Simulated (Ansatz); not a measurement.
in.yaml

```yaml
crystal:
  periodic: [false, false, false]
  atoms:
    - {symbol: B, position_ang: [-1.994443, 0.000000, 0.000000]}
    - {symbol: H, position_ang: [-2.591176, 1.033571, 0.000000]}
    - {symbol: H, position_ang: [-2.591176, -1.033571, 0.000000]}
    - {symbol: H, position_ang: [-0.469443, 0.000000, 0.000000]}
    - {symbol: Si, position_ang: [0.970557, 0.000000, 0.000000]}
basis:
  gaussian: {orbitals: cc-pVDZ}
magnetization: {spin_polarized: false, initial_magnetization: 2}
correlation: {method: ccsdt_q, electrons: outside_noble_gas}
```

```sh
$ ansatz run in.yaml --threads 1 --pin off --events-out ev --progress --plain --max-ram 2393MiB
```

Output:

```
873 factors; integrals over basis functions are off by at most 2.3e-7 eV
mean field evaluation 1: about -8575.1859 eV, gradient 1.1e1 eV
mean field evaluation 2: about -8575.2054 eV, gradient 1.1e1 eV
mean field evaluation 4: about -8576.2739 eV, gradient 1.3e0 eV
mean field evaluation 8: about -8576.3679 eV, gradient 1.3e-1 eV
mean field evaluation 16: about -8575.1858 eV, gradient 1.1e1 eV
mean field evaluation 32: about -8575.2829 eV, gradient 8.4e-4 eV
mean field evaluation 64: about -8576.2157 eV, gradient 1.2e0 eV
mean field evaluation 96: about -8575.1096 eV, gradient 4.6e-2 eV
mean field evaluation 128: about -8575.2796 eV, gradient 4.9e-1 eV
mean field evaluation 160: about -8575.0182 eV, gradient 2.3e-1 eV
...
cycle  13  -5.71870646 eV  change   -1.2e-4 eV  update   1.3e-4
cycle  14  -5.71880605 eV  change   -1.0e-4 eV  update   7.5e-5
cycle  15  -5.71876668 eV  change    3.9e-5 eV  update   4.5e-5
cycle  16  -5.71868749 eV  change    7.9e-5 eV  update   2.5e-5
cycle  17  -5.71869519 eV  change   -7.7e-6 eV  update   1.0e-5
cycle  18  -5.71870142 eV  change   -6.2e-6 eV  update   4.8e-6
cycle  19  -5.71870810 eV  change   -6.7e-6 eV  update   2.7e-6
cycle  20  -5.71870965 eV  change   -1.5e-6 eV  update   1.4e-6
cycle  21  -5.71870865 eV  change    9.9e-7 eV  update   7.9e-7
cycle  22  -5.71870761 eV  change    1.0e-6 eV  update   4.5e-7
perturbative correction -0.00965990 eV, -0.0003549948 hartree
Total energy: -8582.09649884 eV, -315.3862291785 hartree
```

For the same geometry and basis UCCSDT(Q) lies 4.7 meV lower.

Ran on 1 thread of AMD EPYC 9R45, shared host: 18 s wall, 0.53 GiB peak host memory.
